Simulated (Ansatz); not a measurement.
Geometry optimisation, RKS PBE0-D4/def2-SVP (Ansatz 0.2.0).

input.yaml

```yaml
crystal:
  periodic: [false, false, false]
  atoms:
    - { symbol: B, position_ang: [0.113674, -0.606005, -0.179197] }
    - { symbol: H, position_ang: [-0.144924, 0.518015, 1.919549] }
    - { symbol: H, position_ang: [1.098418, 0.096997, -0.246237] }
    - { symbol: F, position_ang: [-1.027952, -0.123815, -0.645862] }
    - { symbol: P, position_ang: [0.178536, -2.352373, 0.599876] }
    - { symbol: H, position_ang: [-0.717026, -3.008024, -0.292974] }
    - { symbol: H, position_ang: [1.382172, -2.761865, -0.040417] }
    - { symbol: H, position_ang: [-0.098499, -0.185329, 2.062561] }
basis:
  gaussian: { orbitals: def2-SVP }
hamiltonian:
  xc: pbe0
  dispersion: d4
relax:
  f_tol: 0.03
  max_steps: 50
output:
  orbitals: {}
```

Launched with:

```bash
$ ansatz run input.yaml --threads 1 --pin off --max-ram 2048MiB --backend cpu --events-out ev --progress --plain --runs-dir out
```

Problem. Where does it end, and by what steps?

Solution. It converged. After 11 steps the energy has fallen by 0.150 eV; H8 moved furthest, 0.65 Å.

```csv
step,energy less start (eV),largest force component (eV/Å),accepted
0,0.0000,1.804,yes
1,-0.1068,0.139,yes
2,-0.1307,0.398,yes
3,-0.1436,0.295,yes
4,-0.1462,0.153,yes
5,-0.1481,0.113,yes
6,-0.1481,0.112,no
7,-0.1487,0.043,yes
8,-0.1488,0.038,yes
9,-0.1491,0.057,yes
10,-0.1487,0.156,no
11,-0.1496,0.010,yes
```

```xyz
8
Properties=species:S:1:pos:R:3
B 0.170 -0.735 -0.343
H -0.348 0.889 2.321
H 1.160 -0.041 -0.424
F -0.986 -0.206 -0.709
P 0.230 -2.485 0.425
H -0.722 -3.127 -0.417
H 1.404 -2.924 -0.249
H -0.123 0.207 2.574
```

Time of the run: 25 s on 1 thread of Arm Neoverse V2, on a shared host, peak memory 0.14 GiB.
